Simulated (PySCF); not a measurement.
Si₃, triplet: molecular constants

Level of theory: PySCF, UPBE0, basis Si def2-TZVP (no relativity, density fitting).

The structure is a minimum.

| Property | Result |
| --- | --- |
| Point group | D3h |
| Bond lengths | Si–Si 2.275 Å (×3) |
| Bond angles | Si–Si–Si 60.0° (×3) |
| Atomisation energy without zero-point energy | 726 kJ/mol |
| Spin squared ⟨S²⟩ | 2.008 |
| Lowest empty level (β) | -3.82 eV |
| Enthalpy at 298.15 K above 0 K | 12.60 kJ/mol |
| Rotational symmetry number | 6 |
| Entropy at 298.15 K and 1 bar (electronic part: spin only) | 277.0 J/(mol K) |
| Dipole moment | 0.00 D |
| Highest occupied level (β) | -6.37 eV |
| Principal polarisabilities | 57.8, 112.9, 112.9 bohr³ |
| Heat capacity Cp at 298.15 K | 52.2 J/(mol K) |
| Principal quadrupole moments (Buckingham, traceless) about the centre of mass | -0.44, -0.44, 0.88 D Å |
| Zero-point energy | 6.8 kJ/mol |
| Rotational constants | 0.2329, 0.2329, 0.1164 cm⁻¹ |

Harmonic modes (masses in u: Si 27.977):
| symmetry | ω (cm⁻¹) | IR (km/mol, summed over degenerate members) |
| --- | --- | --- |
| e' | 312 | 0.3 |
| a1' | 514 | 0.0 |

In D3h the vibrations span e' + a1'. The a1' mode carries no infrared intensity, as symmetry demands.

Charges (e):
```tsv
atom	Mulliken	Löwdin	polar tensor	spin (Mulliken)	Mayer order to Si1
Si1	0.00	0.00	0.00	0.67	–
Si2,3	0.00	0.00	0.00	0.67	1.37
```
Other Mayer orders above 0.3: Si–Si 1.37.

Mulliken populations on Si1: s 5.78, p 8.06, d 0.15, f 0.01.

Other isomers or separated fragments may lie lower.

The final relaxation and frequency run took 33 s on 4 threads of a shared Arm Neoverse N1 host, with 111 basis functions and 6 gradients; the process peaked at 0.97 GiB. Launch command: `OMP_NUM_THREADS=4 python axn.py task.json out`.
